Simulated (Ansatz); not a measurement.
Energy needed to pull apart CH3BN (SMILES [BH]C=N), doublet, into free ground-state atoms, from the structure below (displaced at random from a GFN2-xTB minimum); no zero-point or spin–orbit terms; open-shell atoms are treated unrestricted, in their ground-state multiplicity.

B1  (-1.056, 0.097, -0.615)
C2  (0.088, -0.033, 0.039)
N3  (0.637, -0.418, 1.242)
H4  (-1.924, 0.263, -1.464)
H5  (0.788, 0.388, -0.727)
H6  (1.571, -0.350, 1.350)
(Å)

Ansatz 0.2.0; basis: def2-TZVPP; cores frozen in the correlated methods; orbitals are unrestricted.

| method | atomization energy (eV) |
| --- | --- |
| PBE-D4 | ? |
| r2SCAN-D4 | 21.61 |
| PBE0-D4 | 21.64 |
| CAM-B3LYP-D4 | 21.61 |
| wB97X-V | 21.33 |
| wB97M-V | 21.43 |
| HF | 14.74 |
| MP2 | ? |
| CCSD | 19.96 |
| CCSD(T) | 20.36 |

What does PBE-D4 give? (An estimate is asked for; the value comes from the calculation.)

By the calculation: 22.34 eV, which is about 1.98 eV more than CCSD(T)/def2-TZVPP.

What does MP2 give? (An estimate is asked for; the value comes from the calculation.)

By the calculation: 20.53 eV, which is about 0.17 eV more than CCSD(T)/def2-TZVPP.

In triple zeta the MP2 and coupled-cluster atomization energies are still short of their basis limit by a few kcal/mol a bond, whereas those of the functionals are nearly converged, so these differences are not deviations from converged CCSD(T).

T1 diagnostic: at most 0.032. ⟨S²⟩ of the unrestricted Hartree–Fock references: 0.87 (a pure state has 0.75). The unrestricted reference is spin-contaminated, which hurts MP2 most.

For scale, one of the runs: CCSD(T)/def2-TZVPP forces, 135 basis functions (an equivalent command: `ansatz run in.yaml --threads 4`). Time: 79 s of wall clock on 4 CPU threads; the host was shared. Peak host memory: 3.1 GiB.
